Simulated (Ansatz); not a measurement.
The inner images of a band of BClH₆Si (9 atoms, charge 0, multiplicity 1) are given out of order.

Computed with RKS PBE-D4/cc-pVDZ (Ansatz 0.2.0).

Image 0:

```xyz
9
Properties=species:S:1:pos:R:3
B -0.140 -0.090 0.407
Cl 0.788 0.883 1.640
H 0.529 -0.561 -0.509
H -1.219 0.344 0.045
Si 0.205 -2.363 0.854
H -0.168 -3.011 -0.447
H 1.671 -2.174 1.078
H -0.389 -3.136 2.011
H -0.781 -1.100 1.093
```

Image 6:

```xyz
9
Properties=species:S:1:pos:R:3
B -0.011 -0.346 -0.057
Cl -0.106 0.471 1.972
H 0.932 0.279 -0.500
H -1.127 -0.046 -0.440
Si 0.255 -2.288 0.497
H -0.489 -3.343 -0.291
H 1.675 -2.775 0.688
H -0.344 -2.360 1.931
H -0.291 -0.800 2.372
```

Put them in order from the first end to the last, with their energies above the first end.
A.
```xyz
9
Properties=species:S:1:pos:R:3
B -0.130 -0.022 0.384
Cl 0.574 1.162 1.565
H 0.657 -0.488 -0.429
H -1.264 0.178 -0.007
Si 0.200 -2.428 0.876
H -0.302 -2.884 -0.460
H 1.689 -2.351 1.002
H -0.374 -3.286 1.981
H -0.555 -1.090 1.260
```
B.
```xyz
9
Properties=species:S:1:pos:R:3
B -0.108 -0.199 0.297
Cl 0.022 0.900 1.968
H 0.841 0.027 -0.431
H -1.237 -0.150 -0.143
Si 0.212 -2.370 0.712
H -0.488 -3.042 -0.444
H 1.676 -2.709 0.713
H -0.421 -2.842 1.992
H -0.004 -0.822 1.506
```
C.
```xyz
9
Properties=species:S:1:pos:R:3
B -0.125 0.009 0.379
Cl 0.076 1.172 1.789
H 0.816 -0.067 -0.393
H -1.254 -0.125 -0.053
Si 0.214 -2.481 0.809
H -0.541 -2.866 -0.426
H 1.689 -2.717 0.692
H -0.380 -3.106 2.037
H -0.001 -1.028 1.338
```
D.
```xyz
9
Properties=species:S:1:pos:R:3
B -0.132 0.050 0.370
Cl 0.285 1.316 1.594
H 0.767 -0.287 -0.383
H -1.281 0.016 -0.021
Si 0.209 -2.496 0.876
H -0.442 -2.808 -0.437
H 1.705 -2.561 0.840
H -0.350 -3.350 1.987
H -0.268 -1.088 1.346
```
E.
```xyz
9
Properties=species:S:1:pos:R:3
B -0.080 -0.397 0.062
Cl -0.006 0.761 2.109
H 0.863 0.138 -0.478
H -1.220 -0.100 -0.219
Si 0.224 -2.359 0.629
H -0.433 -3.177 -0.460
H 1.676 -2.748 0.752
H -0.449 -2.745 1.936
H -0.080 -0.582 1.842
```

A (+0.03 eV), D (+0.07 eV), C (+0.20 eV), B (+0.85 eV), E (+1.24 eV).

The run took 3 min on 1 thread of Arm Neoverse V1, with other jobs on the host, peak memory 0.12 GiB.
